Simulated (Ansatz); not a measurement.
## One elementary step

Start structure (SiNH$_{6}$F, closed shell), relaxed at PBE0-D4/def2-TZVP:

```xyz
9
angstrom
Si -0.5156 -0.1309 -1.2387
F 1.0652 -0.4115 -1.2976
H -0.9526 -0.3022 -2.6540
H -1.2296 -1.1408 -0.4273
H -0.8183 1.2627 -0.8456
H 1.2469 0.8078 1.2976
N 0.4715 0.1614 1.3789
H 0.8567 -0.7332 1.6564
H -0.1242 0.4866 2.1304
```

The step: SiH₃F ([F][SiH3]) + NH₃ → SiNH₅ ([NH2][SiH3]) + HF; bonds formed: Si1–N7, F2–H6; bonds broken: Si1–F2, H6–N7. Program: Ansatz 0.2.0. Basis: def2-TZVPP and def2-QZVPP. Cores are frozen in the correlated methods. Extrapolation: Hartree–Fock as exp(−7.88 √X), correlation as X^−2.97. Energies below are by CCSD(T) at an estimated basis limit (MP2 extrapolated from triple and quadruple zeta, plus CCSD(T) − MP2 in triple zeta).

(1) What are the electronic barrier and the energy of the step, from the start structure to the end structure? (An estimate is asked for; the value comes from the calculation.)

No T1 diagnostic of these runs exceeds 0.012.

Answers

(1) By the calculation: Barrier 31.59 kcal/mol; step energy 13.55 kcal/mol (uphill); reverse barrier, their difference, 18.04 kcal/mol. Barrier and step energy count from the start structure, the reverse barrier from the end structure.

The saddle point: One imaginary mode of 619i cm⁻¹.
```
  pair  start (Å)  saddle (Å)  end (Å)
Si1–N7       2.81        1.86     1.75
 F2–H6       2.87        1.26     0.96
Si1–F2       1.61        2.14     3.57
 H6–N7       1.01        1.17     1.69
```

Zero-point energy (harmonic, PBE0-D4): ZPE is 40.43 kcal/mol at the start and 39.43 kcal/mol at the saddle, so the barrier goes from 31.59 to 30.58 kcal/mol.

The step is the kind of exchange with an N–H group that builds nitride films in atomic layer and chemical vapour deposition.

Labels in which every atom is bracketed show which atoms are joined, not bond orders.

For scale, one of the runs: CCSD(T)/def2-TZVPP, 188 basis functions, launched by `ansatz run in.yaml --threads 2 --pin off --events-out ev --progress --plain --max-ram 4352MiB`. The run took 45 s on 2 CPU threads of an Arm Neoverse V1 (shared host), with 2 GiB of host memory at its peak.
